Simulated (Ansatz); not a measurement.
**[CH$_{3}$···H···F], doublet along the distance C1-H5**

Starting geometry:

```
atom    x (Å)    y (Å)    z (Å)
   C  -1.3907   0.0000   0.0000
   H  -1.7539   1.0273   0.0000
   H  -1.7539  -0.5137   0.8897
   H  -1.7539  -0.5137  -0.8897
   H  -0.3011   0.0000   0.0000
   F   1.1743   0.0000   0.0000
```

From there H5 is moved from one fragment to the other while all else, the fragments' distance too, stays fixed; atoms are numbered as listed. Energies are in eV, counted from the starting geometry at the same level. Kohn–Sham curves are unrestricted where that lies lower.

Basis cc-pVDZ; Ansatz 0.2.0. Correlated methods freeze the noble-gas cores. Prefix R: restricted or restricted open-shell reference; prefix U: unrestricted. Active spaces: valence = (15e, 12o) chosen from the atoms' valence shells.

Runs in a small pair space aren't shown, since their orbitals change along the scan.

Full CI isn't at hand for all of this; UCCSDT(Q) serves as the reference, and is uncertain by about the last step of the cluster series. The frozen core follows each run's orbitals, which can shift R against U totals by a few meV.

```json
{"distance C1-H5 (Å)": "1.090", "UCCSDT(Q)": "0.000", "curve A": "0.000", "curve B": "0.000", "curve C": "0.000", "curve D": "0.000"}
{"distance C1-H5 (Å)": "1.172", "UCCSDT(Q)": "-0.004", "curve A": "-0.044", "curve B": "-0.097", "curve C": "0.243", "curve D": "0.000"}
{"distance C1-H5 (Å)": "1.336", "UCCSDT(Q)": "-0.024", "curve A": "-0.221", "curve B": "-0.180", "curve C": "0.900", "curve D": "-0.011"}
{"distance C1-H5 (Å)": "1.501", "UCCSDT(Q)": "-0.445", "curve A": "-0.727", "curve B": "-0.453", "curve C": "0.130", "curve D": "-0.435"}
{"distance C1-H5 (Å)": "1.665", "UCCSDT(Q)": "-0.686", "curve A": "-0.969", "curve B": "-0.516", "curve C": "-0.405", "curve D": "-0.683"}
```

**Question.** The curves come from NEVPT2 (valence space), RCCSD(T), RHF, r2SCAN. Compare each with UCCSDT(Q) and say which is which.

**Answer.** A: NEVPT2 (valence space), B: r2SCAN, C: RHF, D: RCCSD(T). Spread of the error against UCCSDT(Q), over the points where both stand: A 0.283, B 0.326, C 0.923, D 0.013 eV. 

In so small a basis the reference is far from its limit while semilocal and hybrid functionals are nearer theirs, so the functionals' errors here hold much of the reference's basis and frozen-core error, which can add to them or hide them.
